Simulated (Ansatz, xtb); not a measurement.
Bond stretch in CH, doublet.

Levels: ROMP2 = Ansatz (a first-principles code) with MP2 on ROHF/def2-TZVP, frozen core; UCCSD(T) = CCSD(T) on UHF/def2-TZVP, frozen core (Ansatz); GFN1-xTB (xtb).

Total energies in hartree (comparable only within one method and basis):

| R / Å | ROMP2 | UCCSD(T) | GFN1-xTB |
|---|---|---|---|
| 0.89 | -38.33599 | -38.36187 | -2.33706 |
| 0.94 | -38.35629 | -38.38245 | -2.35645 |
| 1.02 | -38.37431 | -38.40100 | -2.37244 |
| 1.05 | -38.37765 | -38.40458 | -2.37502 |
| 1.09 | -38.37994 | -38.40720 | -2.37635 |
| 1.13 | -38.38019 | -38.40783 | -2.37574 |
| 1.16 | -38.37931 | -38.40726 | -2.37427 |
| 1.20 | -38.37698 | -38.40537 | -2.37118 |
| 1.25 | -38.37259 | -38.40160 | -2.36587 |
| 1.30 | -38.36699 | -38.39669 | -2.35926 |
| 1.40 | -38.35345 | -38.38475 | -2.34330 |
| 1.52 | -38.33512 | -38.36881 | -2.32200 |
| 1.70 | -38.30702 | -38.34493 | -2.29053 |
| 1.89 | -38.27928 | -38.32284 | -2.26001 |
| 2.00 | -38.26466 | -38.31220 | -2.24407 |
| 2.26 | — | -38.29417 | -2.21224 |
| 2.48 | — | -38.28648 | -2.19167 |
| 2.75 | — | -38.28277 | -2.17332 |
| 3.04 | — | -38.28152 | -2.16023 |
| 3.39 | — | -38.28107 | — |
| 3.96 | — | -38.28090 | — |
| 4.55 | — | -38.28086 | — |

A dash means that the run gave no value there, or that the column was ended at a point which the program doubted or which failed a test of continuity chosen for this set; such a test can also cut sound points.

The T1 diagnostic of CCSD on the restricted reference of ROMP2 exceeds 0.045 at 1.89 to 2.26 Å. The unrestricted determinant behind UCCSD(T) is spin-contaminated at 0.89 to 4.55 Å (<S²> up to 1.8, against 0.75 for a pure doublet).
